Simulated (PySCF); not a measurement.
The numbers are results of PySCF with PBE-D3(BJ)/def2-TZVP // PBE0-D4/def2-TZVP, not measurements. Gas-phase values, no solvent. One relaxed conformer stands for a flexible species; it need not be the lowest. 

Reference species (SMILES): `[OH]` (neutral, multiplicity 2).

| Item | Result |
|---|---|
| highest occupied spin orbital | -7.16 eV |

Changed species: `[SiH2]C(C)=O` (radical fragment; the reference has radical fragment).

Q: Predict the effect on the highest occupied spin orbital.

A: the highest occupied spin orbital rises by 1.97 eV, to -5.19 eV.
